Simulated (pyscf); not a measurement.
PySCF, gas phase, ωB97X-D3(BJ)/def2-SVP geometries.

Question: For `[NH2][SiH2][NH2]` + `[NH2]` [doublet] → `[NH2][SiH][NH2]` [doublet] + `[NH3]`, a hydrogen abstraction (doublet surface; H–Si broken, H–N formed), PBE/def2-TZVP gives ΔE‡ = -16.5 kJ/mol and ΔE = -91.3 kJ/mol (zero: the separated reactants). In which direction and how far do r²SCAN/def2-TZVP, M06-2X/def2-TZVP, ωB97M-D3(BJ)/def2-TZVP move these?

Answer: r²SCAN: ΔE‡ = 2.4 kJ/mol, ΔE = -72.1 kJ/mol; M06-2X: ΔE‡ = 17.8 kJ/mol, ΔE = -79.0 kJ/mol; ωB97M-D3(BJ): ΔE‡ = 19.8 kJ/mol, ΔE = -65.4 kJ/mol. PBE's barrier lies under all of them, by 18.9 to 36.3 kJ/mol. Its reaction energy lies under all of them, by 12.3 to 26.0 kJ/mol. On the reactant side the descent ends in a complex (not fully relaxed), 24.0 kJ/mol under the separated species and 41.1 kJ/mol under the saddle at ωB97X-D3(BJ)/def2-TZVP. At PBE the saddle lies under the separated reactants, which points to a path from their complex (located at ωB97X-D3(BJ) alone). This is the saddle that the search found; another between the same sides may lie lower. The angle at the transferred H is 150°.
